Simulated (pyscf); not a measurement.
7 gas-phase steps of one pattern: hydrogen abstraction on the doublet surface, C–H broken and H–Si or H–Sn formed. Single points on ωB97X-D3(BJ)/def2-SVP structures (PySCF, gas phase). Electronic energies in kcal/mol, from the separated reactants; ΔE‡ at ωB97M-D3(BJ)/def2-TZVP, beside the barrier at B3LYP-D3(BJ)/def2-TZVP on the same structures. Rows were drawn at random from the steps of this pattern with a verified saddle, stable references and no exit in the data more than 5 kcal/mol lower.

```tsv
row	step	ΔE‡(B3LYP-D3(BJ))	ΔE‡
1	Cl–CH(Cl)–Cl + SiH₃• → Cl–C•(Cl)–Cl + SiH₄	9.1	13.0
2	cyclic H₅O₃Si₃ (SMILES O1[SiH]O[SiH2]O[SiH2]1) [doublet] + F–CH₂–F → cyclic H₆O₃Si₃ (SMILES O1[SiH2]O[SiH2]O[SiH2]1) + F–CH•–F	16.1	?
3	H₃Si–O–SiH•–O–SiH₃ + F–CH₂–F → H₃Si–O–SiH₂–O–SiH₃ + F–CH•–F	15.9	17.7
4	•H₂Si–O–SiH₃ + F–CH₂–F → H₃Si–O–SiH₃ + F–CH•–F	16.8	19.1
5	F–CH₂–F + SiH₃• → F–CH•–F + SiH₄	16.6	19.6
6	•H₂Si–SiH₃ + CH₄ -> H₃Si–SiH₃ + CH₃•	23.0	25.5
7	H₃Ge–SnH₂• + CH₄ → H₃Ge–SnH₃ + CH₃•	34.5	37.6
```

Problem. From a straight line through the complete rows, estimate the missing barrier and say how far the line can be trusted.

Solution. Over the 6 complete rows the means are +19.3 (ΔE‡(B3LYP-D3(BJ))) and 22.1 (ΔE‡); least squares gives b = 0.99 and a = 3.0 kcal/mol, with residuals of 0.7 kcal/mol (root mean square; largest 1.0, row 3). For row 2: 3.0 + 0.99 × (+16.1) = 18.9 kcal/mol. The computed barrier is 17.8 kcal/mol, 1.1 under the line. The line follows the complete rows closely. Each barrier is that of the saddle found. Elements up to Kr have no core potential and no relativistic terms here. Elements past Kr carry the def2 core potentials, without spin-orbit coupling.
